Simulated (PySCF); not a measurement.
dichloromethane (CH₂Cl₂), SMILES C(Cl)Cl. The structure is a stationary point at r2SCAN-D4/def2-TZVP.

TDDFT-ωB97X/def2-SVPD in PySCF puts the lowest singlet excitations at 7.18, 7.43, 7.62, 7.82, 8.71, 8.82 eV.

Problem. What are the lowest excitation roots from ADC(2)/aug-cc-pVDZ (PySCF)? (An estimate is asked for; the answer gives what the named calculation found.)

Solution. 7.18, 7.32, 7.86, 7.94, 8.12, 8.36 eV. S1 differs by 0.01 eV (second minus first; roots are paired by order, and the bases may differ).
